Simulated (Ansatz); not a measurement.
## Cubic perovskite BaTiO₃ (cubic high-temperature phase)

The numbers are results of PBE (Ansatz, a quantum-chemistry and plane-wave program, plane waves, PAW), not measurements.

Numerical settings: plane-wave cutoff 520 eV, 6×6×6 k mesh, perturbation theory, no spin polarisation, scalar-relativistic PAW data made under PBE.

Cell (relaxed at this level):

```cif
data_BaO3Ti
_chemical_formula_sum 'Ba1 Ti1 O3'
_space_group_name_H-M_alt 'Pm-3m'
_space_group_IT_number 221
_space_group_name_Hall '-P 4 2 3'
_cell_length_a 4.01935
_cell_length_b 4.01935
_cell_length_c 4.01935
_cell_angle_alpha 90.000
_cell_angle_beta 90.000
_cell_angle_gamma 90.000
loop_
_atom_site_label
_atom_site_type_symbol
_atom_site_symmetry_multiplicity
_atom_site_Wyckoff_symbol
_atom_site_fract_x
_atom_site_fract_y
_atom_site_fract_z
_atom_site_occupancy
Ba1 Ba 1 a 0.00000 0.00000 0.00000 1
Ti1 Ti 1 b 0.50000 0.50000 0.50000 1
O1 O 3 c 0.00000 0.50000 0.50000 1
```

For cubic perovskite BaTiO₃ (cubic high-temperature phase), the high-frequency dielectric constant comes out as 6.71.

Measured, for comparison: high-frequency dielectric constant 5.4 (temperature not stated, not corrected to a static lattice; as tabulated in Ghosez et al. (1997), arXiv:cond-mat/9706294). Computed (rounded) less measured: high-frequency dielectric constant +24 %.

Note: the relaxation could not lower the start's symmetry, so the cell can be a saddle point above a distorted one; the run finds an imaginary mode (246i cm⁻¹), so the cell is a saddle point at this level.

Spin–orbit coupling is not included.
